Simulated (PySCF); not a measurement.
## Functional dependence of a UV spectrum

C4H10.
SMILES: `CC(C)C`

Linear-response calculations in the def2-SVPD basis (PySCF; singlets by full response, triplets Tamm–Dancoff, core orbitals frozen in the response; HF means time-dependent Hartree–Fock). 'Strongest' is the level of largest summed f among the singlets computed (6 and 10 roots, of which the last may lack a degenerate partner); it can jump between rows when another state enters that window. S1 is the lowest singlet of each run and needn't be the same state throughout; f(S1) is that of one state. Isolated species at its PBE0-D3(BJ)/def2-SVP geometry, gas phase.

```json
{"functional": "LDA", "kind": "LDA", "S1 (eV)": "7.61", "f(S1)": "0.010", "strongest (eV)": "8.76", "T1 (eV)": "7.45", "HOMO (eV)": "-7.57", "gap (eV)": "7.55", "ionisation energy, ΔSCF (eV)": "10.77"}
{"functional": "PBE", "kind": "GGA", "S1 (eV)": "7.71", "f(S1)": "0.008", "strongest (eV)": "8.85", "T1 (eV)": "7.52", "HOMO (eV)": "-7.57", "gap (eV)": "7.64", "ionisation energy, ΔSCF (eV)": "10.75"}
{"functional": "PBE0", "kind": "global hybrid, 25% exact exchange", "S1 (eV)": "8.54", "f(S1)": "0.008", "strongest (eV)": "9.61", "T1 (eV)": "8.26", "HOMO (eV)": "-8.95", "gap (eV)": "9.72", "ionisation energy, ΔSCF (eV)": "11.15"}
{"functional": "BHandHLYP", "kind": "global hybrid, 50% exact exchange", "S1 (eV)": "9.13", "f(S1)": "0.005", "strongest (eV)": "10.14", "T1 (eV)": "8.77", "HOMO (eV)": "-10.32", "gap (eV)": "11.57", "ionisation energy, ΔSCF (eV)": "11.45"}
{"functional": "CAM-B3LYP", "kind": "range-separated hybrid", "S1 (eV)": "8.78", "f(S1)": "0.005", "strongest (eV)": "9.82", "T1 (eV)": "8.47", "HOMO (eV)": "-10.40", "gap (eV)": "11.80", "ionisation energy, ΔSCF (eV)": "11.37"}
{"functional": "wB97X-D", "kind": "range-separated hybrid", "S1 (eV)": "9.01", "f(S1)": "0.008", "strongest (eV)": "9.31", "T1 (eV)": "not run", "HOMO (eV)": "-10.87", "gap (eV)": "13.28", "ionisation energy, ΔSCF (eV)": "not run"}
{"functional": "LC-wPBE", "kind": "range-separated hybrid", "S1 (eV)": "9.45", "f(S1)": "0.002", "strongest (eV)": "10.45", "T1 (eV)": "8.98", "HOMO (eV)": "-11.73", "gap (eV)": "14.24", "ionisation energy, ΔSCF (eV)": "11.53"}
{"functional": "HF", "kind": "Hartree–Fock", "S1 (eV)": "10.17", "f(S1)": "0.000", "strongest (eV)": "11.07", "T1 (eV)": "9.36", "HOMO (eV)": "-12.42", "gap (eV)": "15.21", "ionisation energy, ΔSCF (eV)": "not settled"}
```

Task: What does B3LYP (global hybrid, 20% exact exchange) give?

Result: S1 (eV) 8.33, f(S1) 0.008, strongest (eV) 9.40, T1 (eV) 8.10, HOMO (eV) -8.78, gap (eV) 9.24, ionisation energy, ΔSCF (eV) 11.17. S1 runs from 7.61 eV (LDA) to 10.17 eV (HF), a spread of 2.55 eV, while the orbital gap spreads over 7.7 eV. Along PBE (0%), B3LYP (20%), PBE0 (25%), BHandHLYP (50%), HF (100%) S1 rises with the share of exact exchange. −ε(HOMO) comes closest to its own ΔSCF ionisation energy with LC-wPBE (+0.20 eV) and misses most with LDA (-3.20 eV). 'Not settled' means that the ion's SCF failed to converge or may have ended in another state than the lowest.
